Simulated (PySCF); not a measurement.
BN⁺, doublet in 6-31G: errors against full CI

Geometry: that of the BN, triplet, kept fixed.

```xyz
2

B     0.0000    0.0000    0.0000
N     0.0000    0.0000    1.3155
```

Basis 6-31G; PySCF 2.14.0. Correlated methods freeze the noble-gas cores, which leaves 7 electrons in 16 orbitals. R marks a restricted (for open shells ROHF) determinant, U an unrestricted one.

Full CI is exact within this basis and frozen core; it isn't the basis-set limit. The frozen core follows each run's orbitals, which can shift R against U totals by a few meV.

The determinant for coupled cluster was chosen by a search with trial CCSD, here up to 0.45 eV above the lowest Hartree–Fock solution of its kind, and MP2 stands on that determinant too.

- UHF ⟨S²⟩: 1.755
- ⟨S²⟩ of the determinant under UCCSD: 0.821
- T1 diagnostic (ROHF- or RHF-based CCSD): 0.1251
- largest doubles amplitude (ROHF- or RHF-based CCSD): 0.234

```tsv
level	E − E(full CI) (kcal/mol)	share of correlation (%)	wall time
RMP2	23.85	81.25	–
RCCSD	11.98	90.58	–
RCCSD(T)	-0.58	100.46	0.3 s
RCCSDT	0.27	99.79	3.4 s
```

The correlation energy at full CI, counted from the determinant under the R cluster runs, is -5.516 eV. Full CI, over all symmetries tried, took 27 s on 1 thread of Arm Neoverse V2, shared host; the state has 254,800 determinants.

Run but not shown, since their state, orbitals or frozen core can't be matched to the reference's or they repeat it: RHF, UHF, UMP2, UCCSD, UCCSD(T), UCCSDT.

Times are those of the correlated step on a shared host, with one SCF added for the restricted CCSD run; they ran on 1 thread of Arm Neoverse V2.

More than 5 meV below full CI, which no variational method can be: RCCSD(T).

The full-CI state has the irrep B1 of C2v, in the program's axes (one component, if the state is degenerate).

Natural occupations of full CI about the gap: 1.978 1.886 1.698 0.970 0.287 0.109 0.039 0.015 0.005 0.005; effectively unpaired electrons, Σ n²(2−n)², 1.60.
